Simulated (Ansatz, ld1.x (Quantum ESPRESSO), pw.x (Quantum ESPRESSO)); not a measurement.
Li (Z = 3): does the PAW potential hold in the solid?

```json
{"Element": "Li", "Generator": "ld1.x (Quantum ESPRESSO) 7.5", "Type": "PAW", "Functional": "LDA (PW92)", "Relativity": "scalar-relativistic", "Frozen core": "none", "Valence charge": "3", "Reference configuration": "1s2 2s1 2p0", "Partial waves": "1s (bound): rcut 1.00, rcutus 1.10 bohr; 2s (bound): rcut 1.00, rcutus 1.10 bohr; 2p (bound, empty): rcut 3.60, rcutus 4.70 bohr; 2p channel at 1.25 Ry: rcut 3.60, rcutus 4.70 bohr; 3d channel at 0.1 Ry: rcut 3.55, rcutus 4.05 bohr; 3d channel at 3.1 Ry: rcut 3.55, rcutus 4.05 bohr", "Local potential": "all-electron potential smoothed inside 3.80 bohr (lloc = -1)", "Core correction": "none", "Augmentation charge": "PSQ, inside the norm-conserving radii"}
```

Atomic tests: cutoffs needed: 50 Ry and 70 Ry (the cutoffs (Ry, on a coarse ladder) from which the occupation-weighted sum of valence levels, in a spherical-Bessel basis at the reference potential, stays within 10 and 1 mRy of its value at 400 Ry); ghost test: no extra level below or beside the all-electron valence levels (s, p, d, f tested) (spherical-Bessel basis up to 400 Ry, 20 bohr box); configuration tests: test run stopped at test 6 of 6 (negative rho), 5 before it not solved.

Crystal test: bcc Li in pw.x 7.5, no spin, 14³ k-points, Fermi–Dirac smearing 0.01 Ry, cutoffs 85/680 Ry. The reference is all-electron LAPW (Ansatz 0.2.0) with the same functional, mesh and smearing; V0 and B0 come from Birch–Murnaghan fits to the pressures at five volumes. Errors are pseudo minus all-electron; Δ is the rms difference of the E(V) curves that follow from these fits, minima aligned, over ±6 % about the mean V0. Mesh and smearing are coarse, so the numbers serve the comparison and aren't converged zero-temperature values; the lattice is a test structure that the element need not adopt.

| V (Å³/atom) | P all-electron (GPa) | P pseudo (GPa) |
| --- | --- | --- |
| 18.133 | 0.82 | -2.55 |
| 18.610 | 0.38 | -2.43 |
| 19.087 | -0.02 | -2.36 |
| 19.564 | -0.37 | -2.32 |
| 20.041 | -0.69 | -2.31 |

All-electron: a0 = 3.366 Å (V0 = 19.06 Å³/atom), B0 = 15.0 GPa.

Pseudopotential: mean pressure error (GPa): -2.42. The pressure does not cross zero within the volumes sampled, so no fit is given. The largest radius (4.70 bohr) exceeds half the bond length (2.76 bohr), so the spheres overlap, which is one possible source of error among others. This is a poor potential for the solid. The pseudo pressure rises with volume over the whole range, a mechanical instability. Atomic configuration tests: test run stopped at test 6 of 6 (negative rho), 5 before it not solved.

**Question.** At the middle volume, how do free energy and pressure move when the wave cutoff is lowered (ecutrho held at 680 Ry)?

**Answer.**

| cutoff (Ry) | shift of F (meV/atom) | shift of P (GPa) |
| --- | --- | --- |
| 38 | +414.3 | -7.37 |
| 51 | +102.0 | -2.31 |
| 68 | +13.4 | -0.57 |

Input at the middle volume:

```
&control
  calculation='scf', prefix='x', pseudo_dir='./', outdir='./tmp', tstress=.true., disk_io='none'
/
&system
  ibrav=0, nat=1, ntyp=1, ecutwfc=85, ecutrho=680, nbnd=8,
  occupations='smearing', smearing='fd', degauss=0.01
/
&electrons
  conv_thr=1e-09, mixing_beta=0.4, electron_maxstep=70
/
ATOMIC_SPECIES
Li 1.0 Li.UPF
CELL_PARAMETERS angstrom
  -1.68354952 1.68354952 1.68354952
  1.68354952 -1.68354952 1.68354952
  1.68354952 1.68354952 -1.68354952
ATOMIC_POSITIONS crystal
Li 0.0000 0.0000 0.0000
K_POINTS automatic
14 14 14 0 0 0
```

```bash
pw.x < Li.scf.in > Li.scf.out
```

Lines of the output:

```
Message from routine setup:
     using ibrav=0 with symmetry is DISCOURAGED, use correct ibrav instead
     lattice parameter (alat)  =       5.5104  a.u.
     unit-cell volume          =     128.8055 (a.u.)^3
     number of electrons       =         3.00
     number of Kohn-Sham states=            8
     kinetic-energy cutoff     =      85.0000  Ry
     charge density cutoff     =     680.0000  Ry
     scf convergence threshold =      1.0E-09
     Exchange-correlation= SLA  PW   NOGX NOGC
     number of k points=   104  Fermi-Dirac smearing, width (Ry)=  0.0100
     iteration #  1     ecut=    85.00 Ry     beta= 0.40
     total energy              =     -14.81797211 Ry
     estimated scf accuracy    <       0.00173410 Ry
     iteration #  2     ecut=    85.00 Ry     beta= 0.40
     total energy              =     -14.82262802 Ry
     estimated scf accuracy    <       0.00066144 Ry
     iteration #  3     ecut=    85.00 Ry     beta= 0.40
     total energy              =     -14.82269003 Ry
     estimated scf accuracy    <       0.00000049 Ry
     iteration #  4     ecut=    85.00 Ry     beta= 0.40
     total energy              =     -14.82269086 Ry
     estimated scf accuracy    <       0.00000007 Ry
     iteration #  5     ecut=    85.00 Ry     beta= 0.40
     total energy              =     -14.82269088 Ry
     estimated scf accuracy    <          8.1E-09 Ry
     iteration #  6     ecut=    85.00 Ry     beta= 0.40
     total energy              =     -14.82269089 Ry
     estimated scf accuracy    <          5.6E-09 Ry
     iteration #  7     ecut=    85.00 Ry     beta= 0.40
     the Fermi energy is     0.8003 ev
!    total energy              =     -14.82269089 Ry
     estimated scf accuracy    <          2.1E-11 Ry
     smearing contrib. (-TS)   =      -0.00217784 Ry
     convergence has been achieved in   7 iterations
          total   stress  (Ry/bohr**3)                   (kbar)     P=      -23.60
     Message from routine punch:
     Nothing written, as per user request (disk_io='none')
```

The run at the middle volume (104 k-points, 7 iterations) took about 24 s on one core of a shared host (Neoverse-V1, 32 threads, 247 GiB, load 18).
